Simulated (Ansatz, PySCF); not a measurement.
Molecule: H2O (charge +1, doublet). 
Structure (B3LYP-D3(BJ)/def2-TZVP (Ansatz, a program for electronic structure) minimum search):
```xyz
3

O     -0.0024     0.0001     0.1156
H      0.0028     0.8250    -0.4633
H      0.0166    -0.8260    -0.4614
```
Charge +1, spin multiplicity 2.

Total electronic energies in hartree. Valence correlation only, unless marked. Open shells are spin-unrestricted. Spin-orbit coupling is left out. No relativistic terms. Basis-set limits of correlation are two-point, X^-3; Hartree-Fock from the larger set (for Q and 5 zeta extrapolated as (X+1)exp(-9√X)).

```
level                                        program  energy (Eh)
------------------------------------  --------------  -----------
HF/cc-pVDZ                                    Ansatz    -75.63347
HF-D4/def2-TZVPD                       PySCF + dftd4    -75.65965
PBE/def2-TZVPD                                Ansatz            ?
TPSS/def2-TZVPD                                PySCF    -76.01091
TPSSh-D4/def2-TZVPD                    PySCF + dftd4    -76.00393
PW6B95/def2-TZVPD                              PySCF    -76.07992
MN15-D3(BJ)/def2-TZVPD                 PySCF + dftd3    -75.92135
MN15/def2-TZVPD                                PySCF    -75.92135
LC-wPBE/def2-TZVPD                            Ansatz            ?
B2GP-PLYP-D4/def2-TZVPD               Ansatz + dftd4    -75.93697
PBE-QIDH/def2-TZVPD                           Ansatz    -75.91069
MP2/aug-cc-pVTZ                               Ansatz    -75.85956
MP2/cc-pVQZ                                   Ansatz    -75.87835
SCS-MP2/STO-3G                                Ansatz    -74.70238
SCS-MP2/6-31G                                 Ansatz    -75.67978
SCS-MP2/aug-cc-pVTZ                           Ansatz    -75.86068
SCS-MP2/def2-TZVPP                            Ansatz    -75.85925
CCSD/aug-cc-pVTZ                              Ansatz    -75.87501
CCSD/cc-pwCVTZ                                Ansatz    -75.87625
CCSD(T)/def2-SVP                              Ansatz    -75.73593
CCSD(T)/cc-pVTZ                               Ansatz    -75.87692
CCSD(T)/CBS(aug-cc-pVTZ,aug-cc-pVQZ)          Ansatz     -75.9088
CCSD(T)/CBS(cc-pVQZ,cc-pV5Z)                  Ansatz     -75.9101
```

Complete the blanks.


- PBE/def2-TZVPD, energy (Eh): -75.91676
- LC-wPBE/def2-TZVPD, energy (Eh): -75.95839
